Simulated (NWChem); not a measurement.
Correlation energy of H$_{2}$P

```xyz
3

P      0.0000     0.0000     0.1196
H      1.0289     0.0000    -0.8970
H     -1.0289     0.0000    -0.8970
```
Charge 0, spin multiplicity 2.

The numbers come from NWChem runs, not from measurements. Structure: optimised with UPBE/def2-SVP, a minimum by its harmonic frequencies.

Basis set: cc-pVDZ. Each correlation energy counts from its own Hartree-Fock reference.

The correlated methods keep 5 core orbitals frozen. The structure started from a generated list of species. The unpaired electrons of the parent sit in orbitals of symmetry b2 (C2v labels of the run); other states weren't searched. No SCF solution was tested for a lower state. Open-shell Hartree-Fock references start from PBE0 orbitals. Coupled-cluster values serve here as a point of comparison, not as the truth.

| method | correlation energy (mHa) |
|---|---|
| URI-MP2 | -107.8 |
| UMP2 | -107.8 |
| SCS-UMP2 | -112.8 |
| CCSD on UHF | [?] |
| CCSD[T] on UHF | -137.1 |
| CCSD(T) on UHF | -137.1 |
| CCSD on ROHF | -138.6 |
| CCSD[T] on ROHF | -141.7 |
| CCSD(T) on ROHF | -141.7 |
| CCSDT on ROHF | [?] |

Task: What belongs in the gaps?

Result: 
- CCSD on UHF, correlation energy (mHa): -134.2
- CCSDT on ROHF, correlation energy (mHa): -142.2
